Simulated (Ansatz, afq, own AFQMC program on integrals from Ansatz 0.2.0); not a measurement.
SiH4⁻, doublet: a scan with AFQMC

```json
{"atom": "Si", "x (Å)": "-0.0025", "y (Å)": "0.0025", "z (Å)": "0.0025"}
{"atom": "H", "x (Å)": "0.8622", "y (Å)": "0.8706", "z (Å)": "0.8719"}
{"atom": "H", "x (Å)": "-0.8725", "y (Å)": "-0.8644", "z (Å)": "0.8678"}
{"atom": "H", "x (Å)": "-0.8673", "y (Å)": "0.8692", "z (Å)": "-0.8682"}
{"atom": "H", "x (Å)": "0.9468", "y (Å)": "-0.9444", "z (Å)": "-0.9403"}
```

The Si1–H5 distance is changed with both sides rigid. Energies in mEh count from this geometry (1.639 Å) at the same level; the start stands on UHF, each point on the determinant named.

Basis 6-31++G**. Only valence electrons are correlated. Integrals, coupled cluster, full CI and functionals: Ansatz 0.2.0; the random walks run on the same integrals in our own AFQMC program. The CISD trial takes its coefficients from CCSD amplitudes. Released means that phaseless walkers are propagated on without the constraint, phases kept. Error bars are statistical, one sigma.

Cautions, each for one point or more: unrestricted determinant slightly spin contaminated; unrestricted determinant spin contaminated.

```
r(Si1–H5) / Å  det.     T1  weight  ⟨S²⟩  CCSD(T)  ph-AFQMC/CISD  released AFQMC  CCSDT(Q)   PBE  B2PLYP
        1.354   UHF  0.015    0.92  0.75      2.0      1.6 ± 0.2       1.7 ± 0.3       2.1   6.4     2.8
        2.753   UHF  0.034    0.88  0.82     56.2     57.0 ± 0.3      56.3 ± 0.4      56.0  45.3    50.8
        3.983   UHF  0.039    0.86  0.91     68.0     68.8 ± 0.3     67.7 ± 0.5*      67.7  55.0    62.1
```

Weight is that of the determinant in the CISD state; at the start T1 is 0.016 and the weight 0.92, and ⟨S²⟩ is 0.75. An asterisk marks released energies that aren't shown to be converged. Largest departures from CCSDT(Q), at the points where its series has closed: CCSD(T) 0.2 mEh at 2.753 (on UHF), ph-AFQMC/CISD 1.0 mEh at 2.753 (on UHF), released AFQMC -0.4 mEh at 1.354 (on UHF) (within the noise), PBE -10.7 mEh at 2.753, B2PLYP -5.2 mEh at 2.753. Functionals count only at points shown to share the start's state and spin. In this small basis the wave-function levels are far from their limit, so their gap to the functionals isn't the functionals' error.

Some points may be missing: those where a free walk finds a much lower state, and past Zn most of those on another determinant than at the start.

A walk keeps the symmetry of its determinant, which the program's search chose and which needn't be the lowest solution, so a lower state of the same spin and another symmetry isn't excluded.
